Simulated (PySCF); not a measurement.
**Potential energy of PO⁺ along the bond**

Set-up: basis P STO-3G, O STO-3G; no relativity; PySCF 2.14. Energies in eV from P⁺ + O in their ground configurations at the same level. State: ¹Σ⁺ (singlet), closed shell.

All columns are PBE0. A positive dipole points towards O; it is taken about the centre of mass and depends on that origin.

```csv
R (Å),E (eV),μ (D),Mulliken charge on P (basis-dependent),HOMO (eV),LUMO (eV),Mayer bond order,⟨S²⟩
1.282,-4.772,-1.97,1.26,-18.04,-8.58,2.43,0.00
1.342,-6.025,-1.94,1.19,-17.92,-8.85,2.50,0.00
1.401,-6.730,-1.92,1.14,-17.78,-9.10,2.56,0.00
1.446,-6.987,-1.92,1.10,-17.67,-9.27,2.59,0.00
1.491,-7.059,-1.93,1.07,-17.55,-9.42,2.61,0.00
1.536,-6.985,-1.94,1.05,-17.42,-9.56,2.63,0.00
1.595,-6.711,-1.96,1.02,-17.03,-9.73,2.65,0.00
1.670,-6.163,-1.99,0.99,-16.40,-9.90,2.67,0.00
1.759,-5.312,-2.05,0.96,-15.74,-10.07,2.68,0.00
1.879,-4.006,-2.13,0.94,-14.97,-10.24,2.69,0.00
```

A fit through these points gives, at Re = 1.489 Å, μ = -1.92 D and dμ/dR = -0.167 D/Å; the reduced mass is 10.55 u.

Task: How strong is the fundamental in the double-harmonic approximation, I = 42.26·(dμ/dR)²/μred km/mol?

Result: I = 42.26·(-0.167)²/10.55 = 0.112 km/mol at PBE0.

For an ion De counts to the pair picked by the measured ionisation energies or electron affinities, which need not be the lowest pair at this level. STO-3G is very small, so such numbers show the basis as much as the molecule.
